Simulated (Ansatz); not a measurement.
Input file for C2H4FN (`C=NCF`):

```yaml
crystal:
  periodic: [false, false, false]
  atoms:
    - {symbol: C, position_ang: [-1.233342, 0.369791, -0.109852]}
    - {symbol: N, position_ang: [-0.400718, -0.521319, -0.423259]}
    - {symbol: C, position_ang: [0.945178, -0.420484, -0.007956]}
    - {symbol: F, position_ang: [1.247664, 0.704514, 0.743434]}
    - {symbol: H, position_ang: [-2.262289, 0.258778, -0.447604]}
    - {symbol: H, position_ang: [-0.980038, 1.250841, 0.483984]}
    - {symbol: H, position_ang: [1.585247, -0.403102, -0.895400]}
    - {symbol: H, position_ang: [1.190396, -1.296217, 0.600753]}
basis:
  gaussian: {orbitals: def2-SVP}
correlation: {method: ccsd_t}
```

```sh
$ ansatz run in.yaml --threads 2 --pin off --events-out ev --progress --plain --max-ram 4352MiB
```

The program prints (abridged):

```
Functional definition: HF
769 factors; integrals over basis functions are off by at most 1.4e-3 eV
mean field evaluation 1: about -6304.0432 eV, gradient 2.8e1 eV
mean field evaluation 2: about -6304.0494 eV, gradient 2.8e1 eV
mean field evaluation 4: about -6305.9376 eV, gradient 3.2e0 eV
mean field evaluation 8: about -6305.9704 eV, gradient 3.2e-4 eV
mean field -6305.97037337 eV, -231.7401368811 hartree, gradient 1.7e-6 eV, S^2 0.000000; 0 other end points of the search recorded, 0 dependent functions left out
4 core orbitals not correlated: weight in the atoms' cores, before any rotation towards them, 1.000 or more for the frozen orbitals, at most 0.000 for the correlated occupied ones
reference -6305.97037337 eV, -231.7401368811 hartree; 12, 12 occupied and 60, 60 virtual orbitals, 769 factors
second order -16.71755455 eV of doubles, -0.00000000 eV of singles
cycle   1  -17.07507330 eV  change   -3.6e-1 eV  update   9.1e-2
cycle   2  -17.51758584 eV  change   -4.4e-1 eV  update   2.8e-2
cycle   3  -17.62709540 eV  change   -1.1e-1 eV  update   1.4e-2
cycle   4  -17.62322783 eV  change    3.9e-3 eV  update   3.3e-3
cycle   5  -17.62338574 eV  change   -1.6e-4 eV  update   1.3e-3
cycle   6  -17.62377131 eV  change   -3.9e-4 eV  update   3.5e-4
cycle   7  -17.62362143 eV  change    1.5e-4 eV  update   1.4e-4
cycle   8  -17.62355378 eV  change    6.8e-5 eV  update   4.0e-5
cycle   9  -17.62355935 eV  change   -5.6e-6 eV  update   1.7e-5
perturbative correction -0.49699704 eV, -0.0182643045 hartree
Total energy: -6324.09092976 eV, -232.4060550459 hartree
```

It took 1.8 s on 2 threads of an Arm Neoverse V2 on a shared host, with 0.23 GiB of host memory at the peak.

MP2 recovers 92.3 % of the CCSD(T) correlation energy and the triples give 2.7 %; T1 = 0.0118.
